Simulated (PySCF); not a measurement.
The numbers are results of ωB97X-D3(BJ)/def2-TZVP // PBE0-D3(BJ)/def2-TZVP run with PySCF, not measurements. Isolated molecules, 0 K electronic values unless said otherwise. Excitations are Tamm–Dancoff values on a coarser integration grid. The basis has no diffuse functions, so Rydberg states are missing or too high.

Reference species (SMILES): `[Cl][Al]([Cl])[Cl]` (neutral, multiplicity 1).

```json
{
  "S1 excitation (TDA)": "7.34 eV",
  "HOMO–LUMO gap": "12.63 eV"
}
```

Changed species: `[Al]([I])([Cl])[I]` (2 of 3 Cl replaced by I; the reference has 0 of 3 Cl replaced by I).

Problem. What does the change do to the S1 excitation (TDA) and HOMO–LUMO gap?

Solution. the S1 excitation (TDA) falls by 1.75 eV, to 5.59 eV; the HOMO–LUMO gap drops by 2.20 eV, to 10.43 eV.
